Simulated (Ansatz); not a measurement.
Results of PBE+SOC (PAW; Ansatz, a program for electronic structure) for trigonal Te.

Settings: plane-wave cutoff 520 eV, 12×12×6 k mesh (along the axes of the cell as run), Fermi–Dirac smearing 0.01 eV, PAW data made under PBE.

Properties against volume:

Shape and atoms are relaxed at each volume.

| V (Å³/atom) | P (GPa) | smallest gap on the k mesh (eV) | c (Å) | a (Å) |
|---|---|---|---|---|
| 33.904 | 0.83 | 0.000 | 5.997 | 4.426 |
| 34.611 | 0.37 | 0.000 | 5.993 | 4.473 |
| 35.317 | 0.01 | 0.028 | 5.988 | 4.520 |
| 36.023 | -0.30 | 0.069 | 5.984 | 4.566 |
| 36.730 | -0.54 | 0.121 | 5.973 | 4.615 |

Measured, for comparison: band gap 0.33 eV (temperature not stated, not corrected to a static lattice, compiled measured gap; kind and temperature not stated; as tabulated in Kothakonda et al. (2022), arXiv:2208.02841).

Note: the cell comes from a level without a dispersion term, which matters for the spacing of layers, chains or molecules; the bulk modulus comes from volumes at which shape and atoms were relaxed.
